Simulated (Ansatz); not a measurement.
Ansatz (a quantum-chemistry and plane-wave program) input (B3LYP/cc-pVDZ):

Ansatz 0.2 input:
```yaml
crystal:
  periodic: [false, false, false]
  atoms:
    - {symbol: C, position_ang: [-0.00042255, -0.00054284, 0.66960135]}
    - {symbol: C, position_ang: [0.00042255, 0.00054284, -0.66960135]}
    - {symbol: Cl, position_ang: [0.00445506, 1.45010322, 1.59085632]}
    - {symbol: Cl, position_ang: [-0.00646139, -1.45268069, 1.58849617]}
    - {symbol: Cl, position_ang: [-0.00445506, -1.45010322, -1.59085632]}
    - {symbol: Cl, position_ang: [0.00646139, 1.45268069, -1.58849617]}
basis:
  gaussian:
    orbitals: cc-pVDZ
hamiltonian:
  xc: {name: B3LYP}
output: {forces: true}
```

Output:

```
WARN ansatz: RAYON_NUM_THREADS=1 ignored (pool sized by the plan → 1); use --threads N
Functional definition: B3LYP
integrals: 0.06 GiB planned
1052 factors; integrals over basis functions are off by at most 1.0e-3 eV
mean field: 0.54 GiB planned
mean field evaluation 1: about -52163.9888 eV, gradient 2.2e1 eV
mean field evaluation 2: about -52162.6581 eV, gradient 3.2e1 eV
mean field evaluation 4: about -52165.1518 eV, gradient 3.2e-1 eV
mean field evaluation 8: about -52165.3578 eV, gradient 8.5e-2 eV
mean field evaluation 16: about -52165.3578 eV, gradient 6.2e-5 eV
mean field -52165.35777906 eV, -1917.0415394312 hartree, gradient 3.5e-5 eV, S^2 0.000000; 0 other end points of the search recorded, 0 dependent functions left out
the calculation of the forces begins
reference -52165.35801832 eV, -1917.0415482236 hartree; 40, 40 occupied and 60, 60 virtual orbitals, 1052 factors
Total energy: -52165.35801832 eV, -1917.0415482236 hartree
Atom 0 at    -0.000423    -0.000543     0.669601 Å, force    -0.000145    -0.000186     0.229004 eV/Å
Atom 1 at     0.000423     0.000543    -0.669601 Å, force     0.000145     0.000186    -0.229004 eV/Å
Atom 2 at     0.004455     1.450103     1.590856 Å, force     0.001319     0.394030     0.259456 eV/Å
Atom 3 at    -0.006461    -1.452681     1.588496 Å, force    -0.001646    -0.394450     0.258815 eV/Å
Atom 4 at    -0.004455    -1.450103    -1.590856 Å, force    -0.001319    -0.394030    -0.259456 eV/Å
Atom 5 at     0.006461     1.452681    -1.588496 Å, force     0.001646     0.394450    -0.258815 eV/Å
Dipole moment:     0.000000    -0.000000    -0.000000 e Å
```
